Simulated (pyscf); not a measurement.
Structures and frequencies: ωB97X-D3(BJ)/def2-SVP in PySCF.

Q: `[F][ZnH]` + `[H][H]` -> `[ZnH2]` + `[FH]`
Surface: singlet. Broken: F–Zn, H–H. Formed: H–Zn, F–H. Give ΔE‡ and ΔE from ωB97M-D3(BJ)/def2-TZVP, relative to the separated reactants.

A: ΔE‡ = 24.1 kcal/mol, ΔE = +16.1 kcal/mol. Zero-point energy shifts the barrier by +1.6 kcal/mol. It is a four-centre exchange, with an imaginary mode of 980i cm⁻¹. On the product side the descent ends in a complex, 4.4 kcal/mol under the separated species and 11.3 kcal/mol under the saddle at ωB97X-D3(BJ)/def2-TZVP. At the saddle there is also a short H–Zn contact that neither side keeps. One saddle was located; it need not be the lowest between these sides. Elements up to Kr have no core potential and no relativistic terms here.
